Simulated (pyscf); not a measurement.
HO–SiH(OH)–OH (SMILES O[SiH](O)O) + NH₃ (SMILES N) → H₂O (SMILES O) + H₂N–SiH(OH)–OH (SMILES N[SiH](O)O), a four-centre exchange (singlet surface; O–Si, H–N broken, H–O, N–Si formed). Structures and frequencies: ωB97X-D3(BJ)/def2-SVP in PySCF. Energies in kJ/mol from the separated reactants.

Small-basis levels: PySCF, no dispersion term, spherical d functions. 

Task: In single points B3LYP/6-31G* puts the saddle at 105.6 kJ/mol and the reaction energy at +63.4 kJ/mol. Should these be trusted to within a few kcal/mol? Compare with ωB97M-D3(BJ)/def2-TZVP.

Result: ωB97M-D3(BJ)/def2-TZVP gives ΔE‡ = 115.0 kJ/mol and ΔE = +50.8 kJ/mol. B3LYP/6-31G* lies 9.4 kJ/mol under it in the barrier and 12.6 kJ/mol over it in the reaction energy, so on this step it does not hold to within 12.6 kJ/mol. ωB97M-D3(BJ)/def2-TZVP has limits of its own. On the reactant side the descent ends in an adduct with a N–Si contact (not fully relaxed), 14.8 kJ/mol under the separated species and 129.2 kJ/mol under the saddle at ωB97X-D3(BJ)/def2-TZVP. On the product side the descent ends in a bound adduct, 45.1 kJ/mol under the separated species and 110.3 kJ/mol under the saddle at ωB97X-D3(BJ)/def2-TZVP. What is counted as formed (N–Si) is already present as a longer contact in the reactant adduct; forming that adduct is a step of its own. This is the saddle that the search found; another between the same sides may lie lower.
